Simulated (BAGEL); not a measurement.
**O3 (ozone): CASCI(6 orbitals)/cc-pVTZ (density fitting with tzvpp-jkfit, Cartesian functions, 5 roots)**

Aim: the energy change on altering one bond length of O3 (ozone) at CASCI(6 orbitals)/cc-pVTZ (density fitting with tzvpp-jkfit, Cartesian functions, 5 roots), from 2 runs. 

The calculation is run with BAGEL 1.2.2.

2 further runs of the same task are left out: 2 set aside as unsound or not needed.

## 1. Starting point

O3: 3 atoms, total charge 0, spin state singlet. As SMILES, `O=[O+][O-]`. The shape is that of a PBE0-D4/def2-TZVP optimisation.

Bond lengths: O1–O2 1.238 Å, O2–O3 1.238 Å. Angles: O1–O2–O3 118.4°.

## 2. A single-point energy at CASCI(6 orbitals)/cc-pVTZ (density fitting with tzvpp-jkfit, Cartesian functions, 5 roots)

Contents of input.json:

```json
{ "bagel": [

{
  "title": "molecule",
  "basis": "cc-pvtz.json",
  "df_basis": "tzvpp-jkfit",
  "angstrom": true,
  "cartesian": true,
  "finite_nucleus": true,
  "geometry": [
    { "atom": "O", "xyz": [       0.848700,      -0.535900,       0.409500 ] },
    { "atom": "O", "xyz": [      -0.228900,      -0.317600,      -0.159400 ] },
    { "atom": "O", "xyz": [      -0.619800,       0.853500,      -0.250100 ] }
  ]
},

{ "title": "hf" },

{ "title": "fci", "nstate": 5, "ncore": 8, "norb": 6 }

]}
```

The basis set cc-pVTZ is read from a file made from the Basis Set Exchange's data (not shown).

Launch:

```sh
$ BAGEL_NUM_THREADS=1 BAGEL input.json > input.out
```

Output:

```text
* using 1 threads per process

  ===============================================================
  ===============================================================

  Cartesian basis functions are used
  *** Geometry ***

  { "atom" : "O", "xyz" : [      1.603811,     -1.012704,      0.773843 ] },
  { "atom" : "O", "xyz" : [     -0.432558,     -0.600177,     -0.301222 ] },
  { "atom" : "O", "xyz" : [     -1.171252,      1.612881,     -0.472621 ] },

  Number of auxiliary basis functions:      279

  Since a DF basis is specified, we compute 2- and 3-index integrals:
    o Being stored without compression. Storage requirement is 0.025 GB

  Number of basis functions:      105
  Number of electrons      :       24

    * METHOD: MOLECULE                             0.09

  *** RHF ***

  === Nuclear Repulsion ===
    70.6416483284

      * DIIS with orbital gradients will be used.

  === RHF iteration (cc-pvtz.json) ===
      0       -194.76259721          0.17683454           0.03
      1       -206.25618741          0.19160366           0.03
      2       -224.05899770          0.03300044           0.03
      3       -224.31130845          0.01120030           0.03
      4       -224.34611805          0.00457731           0.04
      5       -224.35037290          0.00243581           0.04
      6       -224.35202605          0.00072332           0.03
      7       -224.35214977          0.00028927           0.05
      8       -224.35222053          0.00012201           0.04
      9       -224.35223424          0.00004991           0.03
     10       -224.35223551          0.00001407           0.03
     11       -224.35223559          0.00000319           0.03
     12       -224.35223560          0.00000215           0.03
     13       -224.35223561          0.00000121           0.04
     14       -224.35223561          0.00000058           0.04
     15       -224.35223561          0.00000025           0.03
     16       -224.35223561          0.00000021           0.03
     17       -224.35223561          0.00000007           0.03
     18       -224.35223561          0.00000003           0.03
     19       -224.35223561          0.00000001           0.03
     20       -224.35223561          0.00000001           0.03
    * SCF iteration converged.

    * Permanent dipole moment:
           (    0.178359,     0.247436,     0.124200) a.u.

    * METHOD: HF                                   0.71

  ---------------------------
        FCI calculation
  ---------------------------

  Performs exactly the same way as Knowles & Handy 1984 CPL

  o alpha-beta strings
      length:            30
  o size of the space
      determinant space:  225
      spin-adapted space: 105

  o single displacement lists (alpha)
      length:           180
  o single displacement lists (beta)
      length:           180
 Constructing space of all determinants that can formed by removing 1 electron from 4 alpha and 4 beta electrons.

 Space is made up of 4 determinants.
  o forming links

     guess   0:   closed 1111..               open ......
     guess   1:   closed 11.1..               open ..1.1.
     guess   2:   closed 1.11..               open .1..1.
     guess   3:   closed 111...               open ...11.
     guess   4:   closed 11.11.               open ......

  === FCI iteration ===

      0  0      -224.35329043     1.51e-02      0.00
      0  1      -224.24864099     1.14e-02      0.00
      0  2      -224.22433471     1.32e-02      0.00
      0  3      -224.09572898     1.17e-02      0.00
      0  4      -224.02995659     1.80e-02      0.00

      1  0      -224.41761129     4.60e-03      0.00
      1  1      -224.30764164     2.90e-03      0.00
      1  2      -224.30665506     3.01e-03      0.00
      1  3      -224.19925537     2.74e-03      0.00
      1  4      -224.16632564     5.23e-03      0.00

      2  0      -224.42245356     1.77e-03      0.00
      2  1      -224.31016772     1.08e-03      0.00
      2  2      -224.30960904     8.74e-04      0.00
      2  3      -224.20139887     8.85e-04      0.00
      2  4      -224.17158516     2.34e-03      0.00

      3  0      -224.42318469     5.68e-04      0.00
      3  1      -224.31038708     2.11e-04      0.00
      3  2      -224.30977164     1.97e-04      0.00
      3  3      -224.20159952     2.14e-04      0.00
      3  4      -224.17357412     7.94e-04      0.00

      4  0      -224.42323105     1.67e-04      0.00
      4  1      -224.31039694     2.69e-05      0.00
      4  2      -224.30978324     3.89e-05      0.00
      4  3      -224.20160847     4.79e-05      0.00
      4  4      -224.17378118     2.52e-04      0.00

      5  0      -224.42323495     2.93e-05      0.00
      5  1      -224.31039709     6.05e-06      0.00
      5  2      -224.30978356     9.43e-06      0.00
      5  3      -224.20160888     9.08e-06      0.00
      5  4      -224.17379474     1.01e-04      0.00

      6  0      -224.42323514     4.42e-06      0.00
      6  1      -224.31039709     1.27e-06      0.00
      6  2      -224.30978358     2.31e-06      0.00
      6  3      -224.20160890     1.23e-06      0.00
      6  4      -224.17379734     3.95e-05      0.00

      7  0      -224.42323515     8.51e-07      0.00
      7  1      -224.31039709     3.16e-07      0.00
      7  2      -224.30978358     4.69e-07      0.00
      7  3      -224.20160890     2.47e-07      0.00
      7  4      -224.17379758     1.37e-05      0.00

      8  0      -224.42323515     1.69e-07      0.00
      8  1      -224.31039709     4.97e-08      0.00
      8  2      -224.30978358     7.67e-08      0.00
      8  3      -224.20160890     4.26e-08      0.00
      8  4      -224.17379761     2.14e-06      0.00

      9  0      -224.42323515     2.00e-08      0.00
      9  1      -224.31039709     8.67e-09      0.00
      9  2      -224.30978358     1.90e-08      0.00
      9  3      -224.20160890     7.14e-09      0.00
      9  4      -224.17379761     4.10e-07      0.00

     10  0      -224.42323515     2.08e-09      0.00
     10  1      -224.31039709     1.65e-09      0.00
     10  2      -224.30978358     3.93e-09      0.00
     10  3      -224.20160890     1.05e-09      0.00
     10  4      -224.17379761     7.96e-08      0.00

     11  0      -224.42323515     2.54e-10      0.00
     11  1      -224.31039709     2.71e-10      0.00
     11  2      -224.30978358     9.75e-10      0.00
     11  3      -224.20160890     1.57e-10      0.00
     11  4      -224.17379761     1.49e-08      0.00

     12  0 *    -224.42323515     2.57e-11      0.00
     12  1 *    -224.31039709     3.52e-11      0.00
     12  2 *    -224.30978358     7.18e-11      0.00
     12  3 *    -224.20160890     2.50e-11      0.00
     12  4      -224.17379761     2.75e-09      0.00

     13  0 *    -224.42323515     2.32e-11      0.00
     13  1 *    -224.31039709     3.52e-11      0.00
     13  2 *    -224.30978358     7.18e-11      0.00
     13  3 *    -224.20160890     1.06e-11      0.00
     13  4      -224.17379761     2.64e-10      0.00

     14  0 *    -224.42323515     2.25e-11      0.00
     14  1 *    -224.31039709     3.52e-11      0.00
     14  2 *    -224.30978358     7.18e-11      0.00
     14  3 *    -224.20160890     9.34e-12      0.00
     14  4 *    -224.17379761     3.74e-11      0.00

     * ci vector, state   0, <S^2> = -0.0000
       2222..     0.9430548768
       222.2.    -0.2919729885
       .2222.    -0.0973086000
       b222a.    -0.0543201929
       a222b.    -0.0543201929

     * ci vector, state   1, <S^2> = 0.0000
       22a2b.    -0.6544902147
       22b2a.    -0.6544902147
       2a2b2.     0.2637550224
       2b2a2.     0.2637550224

     * ci vector, state   2, <S^2> = -0.0000
       2a22b.    -0.6343353914
       2b22a.    -0.6343353914
       22ab2.     0.2979454826
       22ba2.     0.2979454826
       ba222.    -0.0728214470
       ab222.    -0.0728214470

     * ci vector, state   3, <S^2> = -0.0000
       22.22.     0.8325095804
       2.222.    -0.5511207613

     * ci vector, state   4, <S^2> = -0.0000
       222ba.     0.6107544542
       222ab.     0.6107544542
       b22a2.     0.3012699624
       a22b2.     0.3012699624
       2a22.b     0.1695392661
       2b22.a     0.1695392661

    * METHOD: FCI                                  0.05

  ===============================================================
```

It took 1.1 s on 1 thread of Intel Xeon Platinum 8488C (Sapphire Rapids), shared host; peak memory 0.14 GiB.

The roots found:

```
excited state  energy (eV)
            1        3.070
            2        3.087
            3        6.031
            4        6.788
```

## 3. The distorted shape

Contents of job.json:

```json
{ "bagel": [

{
  "title": "molecule",
  "basis": "cc-pvtz.json",
  "df_basis": "tzvpp-jkfit",
  "angstrom": true,
  "cartesian": true,
  "finite_nucleus": true,
  "geometry": [
    { "atom": "O", "xyz": [    0.809594,   -0.418743,    0.400426 ] },
    { "atom": "O", "xyz": [   -0.268006,   -0.200443,   -0.168474 ] },
    { "atom": "O", "xyz": [   -0.619800,    0.853500,   -0.250100 ] }
  ]
},
{
  "title": "hf"
},
{
  "title": "fci",
  "nstate": 5,
  "ncore": 8,
  "norb": 6
}

]}
```

The basis set cc-pVTZ is read from a file made from the Basis Set Exchange's data (not shown).

Launch:

```sh
$ BAGEL_NUM_THREADS=1 BAGEL job.json > job.out
```

Output:

```text
* using 1 threads per process

  ===============================================================
  ===============================================================

  Cartesian basis functions are used
  *** Geometry ***

  { "atom" : "O", "xyz" : [      1.529911,     -0.791310,      0.756695 ] },
  { "atom" : "O", "xyz" : [     -0.506458,     -0.378782,     -0.318370 ] },
  { "atom" : "O", "xyz" : [     -1.171252,      1.612881,     -0.472621 ] },

  Number of auxiliary basis functions:      279

  Since a DF basis is specified, we compute 2- and 3-index integrals:
    o Being stored without compression. Storage requirement is 0.025 GB

  Number of basis functions:      105
  Number of electrons      :       24

    * METHOD: MOLECULE                             0.09

  *** RHF ***

  === Nuclear Repulsion ===
    74.5130796612

      * DIIS with orbital gradients will be used.

  === RHF iteration (cc-pvtz.json) ===
      0       -192.97951456          0.18441683           0.03
      1       -196.62078853          0.20944943           0.04
      2       -223.05722503          0.05551154           0.05
      3       -223.29313980          0.05959994           0.03
      4       -224.27097247          0.01533111           0.03
      5       -224.31524177          0.00945976           0.03
      6       -224.34232857          0.00411615           0.03
      7       -224.34733214          0.00116013           0.04
      8       -224.34795945          0.00036531           0.03
      9       -224.34808089          0.00013821           0.04
     10       -224.34810307          0.00004244           0.04
     11       -224.34810576          0.00001503           0.04
     12       -224.34810605          0.00000535           0.04
     13       -224.34810607          0.00000204           0.04
     14       -224.34810607          0.00000080           0.04
     15       -224.34810607          0.00000036           0.03
     16       -224.34810607          0.00000013           0.05
     17       -224.34810607          0.00000009           0.03
     18       -224.34810607          0.00000003           0.06
     19       -224.34810607          0.00000001           0.04
     20       -224.34810607          0.00000001           0.03
    * SCF iteration converged.

    * Permanent dipole moment:
           (    0.466733,     0.022663,     0.258820) a.u.

    * METHOD: HF                                   0.80

  ---------------------------
        FCI calculation
  ---------------------------

  Performs exactly the same way as Knowles & Handy 1984 CPL

  o alpha-beta strings
      length:            30
  o size of the space
      determinant space:  225
      spin-adapted space: 105

  o single displacement lists (alpha)
      length:           180
  o single displacement lists (beta)
      length:           180
 Constructing space of all determinants that can formed by removing 1 electron from 4 alpha and 4 beta electrons.

 Space is made up of 4 determinants.
  o forming links

     guess   0:   closed 1111..               open ......
     guess   1:   closed 11.1..               open ..1.1.
     guess   2:   closed 1.11..               open .1..1.
     guess   3:   closed 111...               open ...11.
     guess   4:   closed 1..11.               open .11...

  === FCI iteration ===

      0  0      -224.34817002     1.31e-02      0.00
      0  1      -224.23273060     1.12e-02      0.00
      0  2      -224.18642989     1.65e-02      0.00
      0  3      -224.01491939     1.55e-02      0.00
      0  4      -223.90265737     1.96e-02      0.00

      1  0      -224.39411509     4.23e-03      0.00
      1  1      -224.28480417     4.53e-03      0.00
      1  2      -224.26335409     5.61e-03      0.00
      1  3      -224.10084714     9.01e-03      0.00
      1  4      -224.08309571     7.79e-03      0.00

      2  0      -224.39706850     7.79e-04      0.00
      2  1      -224.28865533     6.73e-04      0.00
      2  2      -224.27221485     1.64e-03      0.00
      2  3      -224.15879525     5.59e-03      0.00
      2  4      -224.09453297     1.66e-03      0.00

      3  0      -224.39715913     2.13e-04      0.00
      3  1      -224.28873366     1.39e-04      0.00
      3  2      -224.27272319     2.49e-04      0.00
      3  3      -224.16880584     1.34e-03      0.00
      3  4      -224.09531554     5.89e-04      0.00

      4  0      -224.39716509     4.51e-05      0.00
      4  1      -224.28873727     4.41e-05      0.00
      4  2      -224.27273398     2.66e-05      0.00
      4  3      -224.16921902     2.14e-04      0.00
      4  4      -224.09540610     1.25e-04      0.00

      5  0      -224.39716538     8.34e-06      0.00
      5  1      -224.28873761     8.06e-06      0.00
      5  2      -224.27273414     7.52e-06      0.00
      5  3      -224.16922960     4.03e-05      0.00
      5  4      -224.09540967     3.17e-05      0.00

      6  0      -224.39716539     1.04e-06      0.00
      6  1      -224.28873762     8.05e-07      0.00
      6  2      -224.27273416     1.18e-06      0.00
      6  3      -224.16922986     8.05e-06      0.00
      6  4      -224.09540986     5.04e-06      0.00

      7  0      -224.39716539     1.82e-07      0.00
      7  1      -224.28873762     9.64e-08      0.00
      7  2      -224.27273416     1.57e-07      0.00
      7  3      -224.16922987     1.74e-06      0.00
      7  4      -224.09540987     6.58e-07      0.00

      8  0      -224.39716539     3.29e-08      0.00
      8  1      -224.28873762     1.44e-08      0.00
      8  2      -224.27273416     1.95e-08      0.00
      8  3      -224.16922987     3.73e-07      0.00
      8  4      -224.09540987     1.16e-07      0.00

      9  0      -224.39716539     3.50e-09      0.00
      9  1      -224.28873762     1.79e-09      0.00
      9  2      -224.27273416     2.84e-09      0.00
      9  3      -224.16922987     5.01e-08      0.00
      9  4      -224.09540987     1.86e-08      0.00

     10  0      -224.39716539     2.00e-10      0.00
     10  1      -224.28873762     1.72e-10      0.00
     10  2      -224.27273416     3.45e-10      0.00
     10  3      -224.16922987     3.24e-09      0.00
     10  4      -224.09540987     1.56e-09      0.00

     11  0 *    -224.39716539     1.26e-11      0.00
     11  1 *    -224.28873762     1.64e-11      0.00
     11  2 *    -224.27273416     4.10e-11      0.00
     11  3      -224.16922987     2.70e-10      0.00
     11  4      -224.09540987     1.09e-10      0.00

     12  0 *    -224.39716539     4.03e-12      0.00
     12  1 *    -224.28873762     1.64e-11      0.00
     12  2 *    -224.27273416     4.10e-11      0.00
     12  3 *    -224.16922987     1.87e-11      0.00
     12  4 *    -224.09540987     6.59e-12      0.00

     * ci vector, state   0, <S^2> = -0.0000
       2222..    -0.9595662466
       222.2.     0.2359467436
       222ba.     0.0680218224
       222ab.     0.0680218224

     * ci vector, state   1, <S^2> = 0.0000
       22a2b.     0.6636881284
       22b2a.     0.6636881284
       2a2b2.     0.1762188590
       2b2a2.     0.1762188590
       22ab2.     0.1231733440
       22ba2.     0.1231733440
       a22b2.     0.0633239860
       b22a2.     0.0633239860

     * ci vector, state   2, <S^2> = 0.0000
       2b22a.     0.6351467263
       2a22b.     0.6351467263
       22ba2.     0.2543234453
       22ab2.     0.2543234453
       2a2b2.    -0.1194776063
       2b2a2.    -0.1194776063
       b222a.     0.0760954126
       a222b.     0.0760954126
       a22b2.    -0.0734270173
       b22a2.    -0.0734270173

     * ci vector, state   3, <S^2> = 0.0000
       22.22.    -0.7339283473
       2ba22.     0.3706714569
       2ab22.     0.3706714569
       2.222.     0.3497610588
       b2a22.     0.1138282043
       a2b22.     0.1138282043
       ba222.     0.1047465093
       ab222.     0.1047465093
       .2222.     0.0502901738

     * ci vector, state   4, <S^2> = -0.0000
       222ba.     0.6271140549
       222ab.     0.6271140549
       222.2.     0.2804193073
       2222..     0.1704190928
       2a22.b     0.1477853800
       2b22.a     0.1477853800
       2.222.    -0.1367274199
       22a2.b    -0.0925516946
       22b2.a    -0.0925516946
       2ba22.     0.0649999346
       2ab22.     0.0649999346
       b222.a    -0.0588953748
       a222.b    -0.0588953748

    * METHOD: FCI                                  0.05

  ===============================================================
```

Wall time 1.2 s (1 thread of Intel Xeon Platinum 8488C (Sapphire Rapids), shared host); peak memory 0.14 GiB.

The roots found:

```
excited state  energy (eV)
            1        2.950
            2        3.386
            3        6.202
            4        8.211
```

## 4. What came out

At CASCI(6 orbitals)/cc-pVTZ (density fitting with tzvpp-jkfit, Cartesian functions, 5 roots), 8 inactive orbitals:

```
                                                         quantity          value
                     first shape: energy of the lowest of 5 roots  -224.42324 Eh
                            first shape: lowest excitation energy        3.07 eV
                 distorted shape: energy of the lowest of 5 roots  -224.39717 Eh
                        distorted shape: lowest excitation energy        2.95 eV
energy change with the O2–O3 bond shortened from 1.238 to 1.114 Å       0.709 eV
```

With the O2–O3 bond shortened from 1.238 to 1.114 Å the energy rises by 0.71 eV (16.4 kcal/mol). The first shape isn't relaxed at this level, so the change isn't measured from a minimum.
